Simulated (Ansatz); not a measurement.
# CH6AlO: the cost of one run

Method: BLYP-D4/def2-SVP; program: Ansatz 0.2.0, Gaussian basis.

1 further run of the same task is left out (it didn't finish).

## (1) The system as given

SMILES `[OH2+][CH2][AlH2]`, 9 atoms, charge 1, spin multiplicity 1.

Atoms are counted from 1 here; the program's logs count them from 0.

Bond lengths: O1–C2 1.487 Å, O1–H4 0.977 Å, O1–H5 1.006 Å, C2–Al3 2.075 Å, C2–H6 1.097 Å, C2–H7 1.097 Å, Al3–H8 1.524 Å, Al3–H9 1.574 Å. Angles: C2–O1–H4 112.7°, C2–O1–H5 106.8°, H4–O1–H5 110.8°, O1–C2–Al3 100.0°, O1–C2–H6 108.9°, O1–C2–H7 105.6°, Al3–C2–H6 117.6°, Al3–C2–H7 118.3°, H6–C2–H7 105.5°, C2–Al3–H8 134.1°, C2–Al3–H9 99.5°, H8–Al3–H9 126.4°.

Geometry (Å):

```xyz
9

O     0.0398    0.1682   -1.3030
C     0.5754    0.6172    0.0090
Al   -0.2619   -0.8197    1.2494
H    -0.2718    0.9102   -1.8574
H    -0.7115   -0.4713   -1.1068
H     0.2840    1.6620    0.1736
H     1.6661    0.6327   -0.1069
H    -0.0097   -1.2552    2.6877
H    -1.3103   -1.4439    0.2544
```

## (2) The run

md/in.yaml

```yaml
crystal:
  periodic: [false, false, false]
  atoms:
    - {symbol: O, position_ang: [0.039840, 0.168160, -1.302980]}
    - {symbol: C, position_ang: [0.575400, 0.617210, 0.008970]}
    - {symbol: Al, position_ang: [-0.261890, -0.819690, 1.249360]}
    - {symbol: H, position_ang: [-0.271850, 0.910150, -1.857380]}
    - {symbol: H, position_ang: [-0.711460, -0.471330, -1.106850]}
    - {symbol: H, position_ang: [0.283960, 1.662020, 0.173610]}
    - {symbol: H, position_ang: [1.666060, 0.632660, -0.106920]}
    - {symbol: H, position_ang: [-0.009740, -1.255250, 2.687750]}
    - {symbol: H, position_ang: [-1.310320, -1.443940, 0.254440]}
basis:
  gaussian: {orbitals: def2-SVP}
total_charge: 1
hamiltonian: {xc: {name: BLYP}, dispersion: d4}
md: {n_steps: 40, timestep: 0.5, temperature: 1000, ensemble: nvt_langevin, seed: 74, friction: 0.002, initial_velocities: maxwell_boltzmann}
```

Launch:

```console
$ ansatz run in.yaml --threads 2 --pin off --events-out ev --progress --plain --max-ram 3481MiB
```

Q: Estimate wall time and peak memory on 2 threads of Arm Neoverse V2, shared host.

About 40 s, with a peak of 0.13 GiB.
